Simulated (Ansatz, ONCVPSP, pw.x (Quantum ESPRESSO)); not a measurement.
What a changed setting does to a pw.x run (fcc Al)

Potential: optimised norm-conserving Vanderbilt (ONCV), ONCVPSP 4.0.1.1 (patched build), PBEsol; core [Ne], reference 3s2 3p0.75; waves: 3s: rc 1.70 bohr, ncon 4, nbas 9, qcut 3 1/bohr, 1 projector; 3p: rc 2.85 bohr, ncon 4, nbas 8, qcut 2.4 1/bohr, 1 projector; d scattering state at 0.25 Ha: rc 2.50 bohr, ncon 3, nbas 8, qcut 3.2 1/bohr, 1 projector; local part: polynomial inside 1.65 bohr (lpopt 5, dvloc0 0 Ha); core correction: Teter function, fcfact 3.25, rcfact 1.45.

The reference run (k-mesh 14³, cutoffs 80/320 Ry, Fermi–Dirac 0.01 Ry, mixing_beta 0.4, conv_thr 1e-9, no spin) gives -0.72 GPa at 16.207 Å³/atom, where all-electron LAPW gives -0.16 GPa. This run, with its own iteration cap, changes nspin = 2 with starting_magnetization to -0.3.

```
&control
  calculation='scf', prefix='x', pseudo_dir='./', outdir='./tmp', tstress=.true., disk_io='none'
/
&system
  ibrav=0, nat=1, ntyp=1, ecutwfc=80, ecutrho=320, nbnd=8,
  occupations='smearing', smearing='fd', degauss=0.01, nspin=2, starting_magnetization(1)=-0.3
/
&electrons
  conv_thr=1e-09, mixing_beta=0.4, electron_maxstep=60
/
ATOMIC_SPECIES
Al 1.0 Al.UPF
CELL_PARAMETERS angstrom
  0.00000000 2.00858807 2.00858807
  2.00858807 0.00000000 2.00858807
  2.00858807 2.00858807 0.00000000
ATOMIC_POSITIONS crystal
Al 0.0000 0.0000 0.0000
K_POINTS automatic
14 14 14 0 0 0
```

```bash
pw.x < Al.scf.in > Al.scf.out
```

How does the run end?

It converges in 6 iterations; the free energy moves by +0.0 meV/atom and the pressure by +0.00 GPa. The result is that of the reference run.

```
Message from routine setup:
     using ibrav=0 with symmetry is DISCOURAGED, use correct ibrav instead
     lattice parameter (alat)  =       5.3679  a.u.
     unit-cell volume          =     109.3703 (a.u.)^3
     number of electrons       =         3.00
     number of Kohn-Sham states=            8
     kinetic-energy cutoff     =      80.0000  Ry
     charge density cutoff     =     320.0000  Ry
     scf convergence threshold =      1.0E-09
     Exchange-correlation= PBESOL
     atomic species   magnetization
     number of k points=   104  Fermi-Dirac smearing, width (Ry)=  0.0100
     iteration #  1     ecut=    80.00 Ry     beta= 0.40
     total energy              =      -4.55098339 Ry
     estimated scf accuracy    <       0.01007859 Ry
     total magnetization       =    -0.24 Bohr mag/cell
     absolute magnetization    =     0.24 Bohr mag/cell
     iteration #  2     ecut=    80.00 Ry     beta= 0.40
     total energy              =      -4.55515662 Ry
     estimated scf accuracy    <       0.00354064 Ry
     total magnetization       =    -0.17 Bohr mag/cell
     absolute magnetization    =     0.17 Bohr mag/cell
     iteration #  3     ecut=    80.00 Ry     beta= 0.40
     total energy              =      -4.55680148 Ry
     estimated scf accuracy    <       0.00006083 Ry
     total magnetization       =    -0.05 Bohr mag/cell
     absolute magnetization    =     0.05 Bohr mag/cell
     iteration #  4     ecut=    80.00 Ry     beta= 0.40
     total energy              =      -4.55702217 Ry
     estimated scf accuracy    <       0.00000167 Ry
     total magnetization       =    -0.00 Bohr mag/cell
     absolute magnetization    =     0.00 Bohr mag/cell
     iteration #  5     ecut=    80.00 Ry     beta= 0.40
     total energy              =      -4.55702270 Ry
     estimated scf accuracy    <       0.00000021 Ry
     total magnetization       =    -0.00 Bohr mag/cell
     absolute magnetization    =     0.00 Bohr mag/cell
     iteration #  6     ecut=    80.00 Ry     beta= 0.40
     the Fermi energy is     8.0556 ev
!    total energy              =      -4.55702297 Ry
     estimated scf accuracy    <          6.4E-10 Ry
     smearing contrib. (-TS)   =      -0.00202970 Ry
     The total energy is F=E-TS. E is the sum of the following terms:
     one-electron contribution =       2.96568422 Ry
     hartree contribution      =       0.00790009 Ry
     xc contribution           =      -2.09295814 Ry
     ewald contribution        =      -5.43561944 Ry
     total magnetization       =     0.00 Bohr mag/cell
     absolute magnetization    =     0.00 Bohr mag/cell
     convergence has been achieved in   6 iterations
          total   stress  (Ry/bohr**3)                   (kbar)     P=       -7.18
     Message from routine punch:
     Nothing written, as per user request (disk_io='none')
```

The run took about 17 s on one core of a shared host (Neoverse-V1, 32 threads, 247 GiB, load 37).
